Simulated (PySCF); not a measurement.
One molecule, many functionals

Species: 2-propynal, C3H2O.
Geometry (PBE0-D3(BJ)/def2-SVP, Å), atoms numbered from 1 in this order:
```
atom  x, y, z in Å
C1     0.7933    1.1886    0.6791
C2     0.1792    0.2535    0.2111
C3    -0.5576   -0.8882   -0.2976
O4    -0.8973   -1.0150   -1.4453
H5     1.3380    2.0246    1.0812
H6    -0.7924   -1.6597    0.4753
```

Linear-response calculations in the def2-SVPD basis (PySCF; singlets by full response, triplets Tamm–Dancoff, core orbitals frozen in the response; HF means time-dependent Hartree–Fock). 'Strongest' is the level of largest summed f among the singlets computed (10 roots, of which the last may lack a degenerate partner); it can jump between rows when another state enters that window. S1 is the lowest singlet of each run and needn't be the same state throughout; f(S1) is that of one state. Geometry: PBE0-D3(BJ)/def2-SVP; no solvent, vibrations or thermal averaging.

```
functional                               kind  S1 (eV)  f(S1)  strongest (eV)  T1 (eV)  HOMO (eV)  gap (eV)  ionisation energy, ΔSCF (eV)
       LDA                                LDA     3.36  0.000            7.97     2.86      -6.67      3.09                         10.80
       PBE                                GGA     3.47  0.000            7.86     2.88      -6.55      3.23                         10.56
     B3LYP  global hybrid, 20% exact exchange     3.75  0.000            8.09     3.17      -8.02      5.49                         10.70
      PBE0  global hybrid, 25% exact exchange     3.78  0.000            8.32     3.14      -8.29      5.99                         10.62
 BHandHLYP  global hybrid, 50% exact exchange     4.07  0.000            8.51     3.46      -9.99      8.85                         10.54
 CAM-B3LYP             range-separated hybrid     3.88  0.000            8.56     3.27      -9.79      8.67                         10.77
   LC-wPBE             range-separated hybrid     3.92  0.000            8.75     3.26     -11.12     11.20                         10.85
        HF                       Hartree–Fock     4.52  0.000            8.84     3.74     -11.67     13.38                   not settled
```

Task: What does wB97X-D (range-separated hybrid) give?

Result: S1 (eV) 3.90, f(S1) 0.000, strongest (eV) 8.47, T1 (eV) 3.33, HOMO (eV) -10.25, gap (eV) 9.80, ionisation energy, ΔSCF (eV) 10.72. S1 runs from 3.36 eV (LDA) to 4.52 eV (HF), a spread of 1.16 eV, while the orbital gap spreads over 10.3 eV. Along PBE (0%), B3LYP (20%), PBE0 (25%), BHandHLYP (50%), HF (100%) S1 rises with the share of exact exchange. −ε(HOMO) comes closest to its own ΔSCF ionisation energy with LC-wPBE (+0.27 eV) and misses most with LDA (-4.13 eV). The lowest singlet of a reference set is 1A''(n→π*) at 3.80 eV (computed, theoretical best estimate (aug-cc-pVTZ, frozen core, CC3 geometry), gas; Veril, Scemama, Caffarel, Lipparini, Boggio-Pasqua, Jacquemin, Loos, WIREs Comput. Mol. Sci. 2021, 11, e1517 (QUESTDB)). The lowest computed singlet differs from it by PBE0 -0.02, B3LYP -0.05, CAM-B3LYP +0.08, wB97X-D +0.10, LC-wPBE +0.12, BHandHLYP +0.27, PBE -0.33, LDA -0.44, HF +0.72 eV; geometry and basis of the reference needn't be the same. The lowest triplet of a reference set is 3A''(n→π*) at 3.47 eV (computed, theoretical best estimate (aug-cc-pVTZ, frozen core, CC3 geometry), gas; Veril, Scemama, Caffarel, Lipparini, Boggio-Pasqua, Jacquemin, Loos, WIREs Comput. Mol. Sci. 2021, 11, e1517 (QUESTDB)). The lowest computed triplet differs from it by BHandHLYP -0.01, wB97X-D -0.14, CAM-B3LYP -0.20, LC-wPBE -0.21, HF +0.27, B3LYP -0.30, PBE0 -0.33, PBE -0.59, LDA -0.61 eV; geometry and basis of the reference needn't be the same. 'Not settled' means that the ion's SCF failed to converge or may have ended in another state than the lowest.
